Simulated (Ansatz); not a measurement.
Relaxation of BH3SSi (6 atoms, charge 0, multiplicity 1), to a largest force component of 0.02 eV/Å in at most 40 steps.

Theory: RKS PBE0-D4/def2-mTZVP (Ansatz 0.2.0).

```xyz
6
Properties=species:S:1:pos:R:3
B -0.812 -0.909 -0.137
Si 0.430 0.622 0.199
S 0.950 -1.289 0.362
H -1.660 -1.086 -0.912
H 0.921 1.273 -1.041
H 0.212 1.324 1.482
```

**Question.** Where does it end, and by what steps?

**Answer.** The forces met the threshold. After 5 steps the energy has fallen by 1.052 eV; H4 moved furthest, 0.37 Å.

```csv
step,energy less start (eV),largest force component (eV/Å),accepted
0,0.0000,3.828,yes
1,-0.8646,1.124,yes
2,-1.0167,0.698,yes
3,-1.0508,0.154,yes
4,-1.0522,0.037,yes
5,-1.0523,0.011,yes
```

```xyz
6
Properties=species:S:1:pos:R:3
B -0.760 -0.835 -0.318
Si 0.316 0.713 0.125
S 0.803 -1.411 0.268
H -1.735 -1.384 -0.703
H 1.149 1.449 -0.854
H 0.269 1.404 1.435
```

Whether the end is a true minimum wasn't checked by a vibrational analysis.

Run time: 49 s on 1 thread of Intel(R) Xeon(R) Processor @ 2.50GHz (Skylake/Cascade Lake), on a shared host, peak memory 0.14 GiB.
